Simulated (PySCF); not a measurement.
Compound: thiopropynal, C₃H₂S.
Bonds: C1–C2 (triple), C2–C3, C3–S4 (double). Hydrogens: H5 on C1; H6 on C3.

Method: BHandHLYP/6-31+G* geometry optimisation, gas phase (PySCF); density fitting, grid level 1; the optimiser is geomeTRIC in internal coordinates, started from a GFN2-xTB structure.

Step 0: E = -13973.4852 eV
```
atom  x, y, z in Å  |  force x, y, z in eV/Å
C1      1.5478   -0.0841   -0.1266   -0.878   0.135  -0.115
C2      0.3463    0.0144   -0.1027    1.275  -0.114   0.004
C3     -1.0416    0.1034   -0.0225   -0.960  -0.048   0.252
S4     -1.9011   -0.4358    1.2512    0.020   0.120  -0.237
H5      2.5942   -0.1623   -0.1644    0.456  -0.043   0.003
H6     -1.5502    0.5589   -0.8685    0.087  -0.049   0.094
```

Step 1: E = -13973.4541 eV
```
atom  x, y, z in Å  |  force x, y, z in eV/Å
C1      1.5515   -0.0262   -0.1256    0.396  -0.574  -0.286
C2      0.3545   -0.1054   -0.1005   -0.352   0.427   0.323
C3     -1.0500    0.0518   -0.0037    0.051   0.201  -0.116
S4     -1.9800   -0.3893    1.2429    0.000  -0.129   0.019
H5      2.6057   -0.1243   -0.2069   -0.032   0.196   0.093
H6     -1.4862    0.5879   -0.8397   -0.063  -0.121  -0.033
```

Step 2: E = -13973.4727 eV
```
atom  x, y, z in Å  |  force x, y, z in eV/Å
C1      1.5544   -0.0402   -0.1254   -0.089  -0.445  -0.202
C2      0.3521   -0.0666   -0.0870    0.100   0.624   0.166
C3     -1.0510    0.1051    0.0038    0.075  -0.503  -0.187
S4     -1.9534   -0.4195    1.2397   -0.106   0.090   0.060
H5      2.6068   -0.1471   -0.2008    0.013   0.127   0.071
H6     -1.5135    0.5630   -0.8637    0.007   0.107   0.092
```

Step 3: E = -13973.4999 eV
```
atom  x, y, z in Å  |  force x, y, z in eV/Å
C1      1.5596   -0.0636   -0.1381   -0.626  -0.167  -0.054
C2      0.3548   -0.0414   -0.0789    0.488   0.241   0.002
C3     -1.0535    0.0880   -0.0048    0.061  -0.123   0.080
S4     -1.9592   -0.4153    1.2407   -0.021   0.015  -0.042
H5      2.6142   -0.1396   -0.1947    0.071   0.039   0.023
H6     -1.5205    0.5665   -0.8576    0.026  -0.006  -0.008
```

Question: Estimate the geometry and energy of step 4. (The exact step hangs on the optimiser's Hessian estimate; all steps are aligned on step 3, rigid shifts and turns removed.)

Answer: E = -13973.5039 eV, largest force 0.205 eV/Å
```
atom  x, y, z in Å  |  force x, y, z in eV/Å
C1      1.5591   -0.0772   -0.1530    0.001   0.022   0.013
C2      0.3634   -0.0077   -0.0619   -0.017  -0.051   0.161
C3     -1.0447    0.0906    0.0157   -0.159  -0.016  -0.129
S4     -1.9937   -0.4181    1.2270    0.166   0.007   0.006
H5      2.6160   -0.1397   -0.2090    0.008  -0.012  -0.018
H6     -1.5048    0.5467   -0.8522    0.001   0.050  -0.033
```

The energy changes by -0.0040 eV. The first-order estimate −F·Δx gives -0.0191 eV and the mean of the old and new forces, exact on a quadratic surface, -0.0044 eV. The step makes an angle of 71° with the force vector and moves no atom by more than 0.039 Å.

The cost below is that of the whole optimisation. Hardware: Arm Neoverse V1, one thread, on a shared host. Cost: 12 s wall, 0.40 GiB resident at most.
